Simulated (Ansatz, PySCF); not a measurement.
This Ansatz (a program for electronic structure) input computes a CCSD(T)/cc-pVDZ energy:

Ansatz 0.2 input:
```yaml
crystal:
  periodic: [false, false, false]
  atoms:
    - {symbol: C, position_ang: [0.00197616, -0.00690468, 0.76306921]}
    - {symbol: C, position_ang: [-0.00197616, 0.00690468, -0.76306921]}
    - {symbol: H, position_ang: [0.00893178, 1.00657845, 1.16924397]}
    - {symbol: H, position_ang: [-0.88080553, -0.51392193, 1.15778982]}
    - {symbol: H, position_ang: [0.88088652, -0.52414704, 1.15313496]}
    - {symbol: H, position_ang: [-0.00893178, -1.00657845, -1.16924397]}
    - {symbol: H, position_ang: [-0.88088652, 0.52414704, -1.15313496]}
    - {symbol: H, position_ang: [0.88080553, 0.51392193, -1.15778982]}
basis:
  gaussian:
    orbitals: cc-pVDZ
magnetization: {spin_polarized: false}
correlation: {method: ccsd_t, electrons: outside_noble_gas}
```

### Question
Write an input for the same energy in PySCF and say what it gives.

### Answer

```python
from pyscf import gto, scf, mp, cc as ccmod

mol = gto.M(
    atom='''
    C     0.00197616   -0.00690468    0.76306921
    C    -0.00197616    0.00690468   -0.76306921
    H     0.00893178    1.00657845    1.16924397
    H    -0.88080553   -0.51392193    1.15778982
    H     0.88088652   -0.52414704    1.15313496
    H    -0.00893178   -1.00657845   -1.16924397
    H    -0.88088652    0.52414704   -1.15313496
    H     0.88080553    0.51392193   -1.15778982
    ''',
    basis='cc-pvdz',
    charge=0,
    spin=0,
    verbose=4,
)

mf = scf.RHF(mol)
mf.conv_tol = 1e-10
mf.max_cycle = 100
mf.kernel()
mp2 = mp.MP2(mf, frozen=2).run()
cc = ccmod.CCSD(mf, frozen=2)
cc.max_cycle = 100
cc.kernel()
et = cc.ccsd_t()
print(f'E(CCSD(T)) = {cc.e_tot + et:.9f}')
```
It gives -79.58229 Eh, and Ansatz -79.58229 Eh, a difference of 0.00 mEh.
